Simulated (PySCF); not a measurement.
Species: C₆H₆ (charge +1 and doublet state).
Atom-mapped SMILES: `[CH2+:1][C:2]1[CH:3]=[CH:4][CH:5]=[CH:6]1` (hydrogens: H7, H8 on C1; H9 on C3; H10 on C4; H11 on C5; H12 on C6)

Cartesian coordinates in Å at the GFN2-xTB level; atoms count from 1:
```xyz
12
C6H6 angstrom
C      2.0291    0.1860    0.0070
C      0.6877    0.0629    0.0002
C     -0.0934   -1.0938    0.4024
C     -1.4506   -0.7931    0.2384
C     -1.5687    0.5162   -0.2559
C     -0.2875    1.0584   -0.4097
H      2.5134    1.0957   -0.3134
H      2.6674   -0.6208    0.3331
H      0.3171   -2.0213    0.7646
H     -2.2703   -1.4563    0.4553
H     -2.4934    1.0199   -0.4795
H     -0.0495    2.0456   -0.7686
```

The calculation used PySCF, UKS B3LYP, pcH-1 on C H, non-relativistic, mean-field spin-orbit, GIAO. Geometry: GFN2-xTB; no solvent, vibrations or thermal averaging. Couplings are sensitive to structure, and on GFN2-xTB geometries they can be far from those on DFT ones, by a factor of two or more for some ions and for spin on atoms past the first row. Stability of the SCF solution: not tested.

Computed for the main isotopes (class means, splittings of 0.05 mT or more): g = 2.0025; H9/H12 1H -34.6 MHz (1.24 mT); H10/H11 1H -8.7 MHz (0.31 mT); 9 first-order lines, 3.09 mT wide.

Q: What changes when 1H at H10/H11 is replaced by 2H at both sites?

A: Only the nuclear moment changes in this model. The ratio of g factors is 0.85744/5.58569 = 0.1535, so a goes from -8.7 to -1.3 MHz (0.048 mT). The spin goes from 1/2 to 1, so the 1:2:1 triplet becomes a 1:2:3:2:1 quintet. The spectrum then has 15 first-order lines over 2.66 mT, counting the new splitting although it is under 0.05 mT.

```json
{"offset from centre (mT)": "-1.33", "relative intensity": "1"}
{"offset from centre (mT)": "-1.28", "relative intensity": "2"}
{"offset from centre (mT)": "-1.24", "relative intensity": "3"}
{"offset from centre (mT)": "-1.19", "relative intensity": "2"}
{"offset from centre (mT)": "-1.14", "relative intensity": "1"}
{"offset from centre (mT)": "-0.10", "relative intensity": "2"}
{"offset from centre (mT)": "-0.05", "relative intensity": "4"}
{"offset from centre (mT)": "0.00", "relative intensity": "6"}
{"offset from centre (mT)": "+0.05", "relative intensity": "4"}
{"offset from centre (mT)": "+0.10", "relative intensity": "2"}
{"offset from centre (mT)": "+1.14", "relative intensity": "1"}
{"offset from centre (mT)": "+1.19", "relative intensity": "2"}
{"offset from centre (mT)": "+1.24", "relative intensity": "3"}
{"offset from centre (mT)": "+1.28", "relative intensity": "2"}
{"offset from centre (mT)": "+1.33", "relative intensity": "1"}
```

Q: Where do the 13C satellites of C3/C6 appear, and how strong are they?

A: a = +36.0 MHz (class mean), or 1.28 mT in magnitude, and I = 1/2, so to first order each main line has two satellites, at ±0.64 mT. The isotope's abundance is about 1.07 % at each of 2 sites, shared among 2 lines, so each has 1.1 % of the main line's intensity.

Q: Give position and intensity of the satellites from 13C at C2.

A: a = -24.0 MHz, or 0.85 mT in magnitude, and I = 1/2, so to first order each main line has two satellites, at ±0.43 mT. The isotope's abundance is about 1.07 %, shared among 2 lines, so each has 0.54 % of the main line's intensity.

On one thread, Arm Neoverse V1 (aarch64), shared host with 32 logical CPUs at a one-minute load of 27, this took 30 s (grids of density and orbitals included) and 0.75 GiB of memory at its peak.

The SMILES draws the unpaired electron on C2; the largest computed Mulliken spin population is on C6 (0.51 against -0.08).
